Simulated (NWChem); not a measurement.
## Basis-set convergence for ethanethiol (C2H6S)

```xyz
9

C     -1.4697     0.7657    -0.2496
C     -0.5387    -0.4152    -0.4425
S      1.0632    -0.2609     0.4111
H     -2.4390     0.5822    -0.7415
H     -1.0443     1.6844    -0.6831
H     -1.6528     0.9540     0.8186
H     -0.9763    -1.3326    -0.0181
H     -0.3607    -0.6195    -1.5097
H      1.5130     0.8026    -0.2903
```
Charge 0, spin multiplicity 1.

Everything below was run with NWChem. Structure: optimised with PBE0/def2-SVP, a minimum by its harmonic frequencies. It is one conformer; others weren't searched.

Quantity: LUMO energy at the level PBE0.

The Pople sets run with spherical d functions.

The cost column gives rough processor time relative to STO-3G; each entry includes its own SCF.

```csv
basis,functions,LUMO energy (eV),relative cost
STO-3G,25,6.85,1
3-21G,43,1.45,under 3
6-31G*,58,1.04,under 3
cc-pVDZ,76,0.94,3
6-311G**,98,0.53,3
def2-SVPD,115,0.22,7
def2-TZVPD,174,0.04,30
pcseg-2,178,0.18,30
cc-pVTZ,178,0.51,40
def2-TZVPP,188,0.47,30
```

Smallest basis within 0.2 eV of def2-TZVPP, the largest set run: 6-311G**, with 98 functions against 188 and about 10 % of the time (also within reach: cc-pVTZ). def2-TZVPP isn't the basis-set limit itself, and a small set can land close by cancellation.

This LUMO lies above zero in the largest set, so its value hangs on the diffuse functions.
